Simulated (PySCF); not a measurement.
Compound: F2O2S.
SMILES with atom numbers: `[O:1]=[S:2](=[O:3])([F:4])[F:5]`

Computed with PySCF at wB97X-D/def2-SVPD, non-relativistic, on one gas-phase PBE0-D3(BJ)/def2-SVP geometry that isn't relaxed in the solvent. The solvent is an IEF-PCM continuum (cavity from Bondi-type radii × 1.2). Specific hydrogen bonds and non-electrostatic terms are outside this model.

Gas phase at wB97X-D/def2-SVPD: HOMO -12.81 eV, LUMO 0.70 eV, dipole 0.85 D.

Question: What does the continuum do to the energy, the frontier levels and the dipole at wB97X-D/def2-SVPD in chloroform and dichloromethane?

Answer: 
| solvent | ε | E(solvent) − E(gas) (kcal/mol) | polarisation term (kcal/mol) | distortion of the solute (kcal/mol) | HOMO (eV) | LUMO (eV) | dipole (D) |
| --- | --- | --- | --- | --- | --- | --- | --- |
| chloroform | 4.711 | -1.55 | -1.64 | 0.09 | -12.72 | 0.82 | 0.99 |
| dichloromethane | 8.93 | -1.86 | -2.00 | 0.14 | -12.70 | 0.84 | 1.01 |

The polarisation term is half the interaction of the solute with the surface charges that it induces; the rest is the cost of distorting the solute's density. The sum is the electrostatic part of solvation alone. From chloroform to dichloromethane the lowering changes by a factor 1.20, Onsager's factor (ε − 1)/(2ε + 1) by 1.18 and ε itself by 1.9.

Question: How does the static polarisability (wB97X-D/def2-SVPD, frozen core, with the continuum's full static response) change?

Answer: 
| medium | isotropic (au) | principal values (au) | ⟨r²⟩ of the electrons (bohr²) |
| --- | --- | --- | --- |
| gas | 28.9 | 26.6, 28.4, 31.7 | 346.0 |
| chloroform | 33.7 | 30.8, 33.0, 37.4 | 346.2 |
| dichloromethane | 34.7 | 31.7, 34.0, 38.6 | 346.3 |

The isotropic value in dichloromethane is 1.20 times the gas-phase one; no cavity-field correction is applied. ⟨r²⟩ is taken about the centre of nuclear charge.

wB97X-D is run here without its empirical dispersion term; that term would change no orbital, density or response property at a fixed geometry.
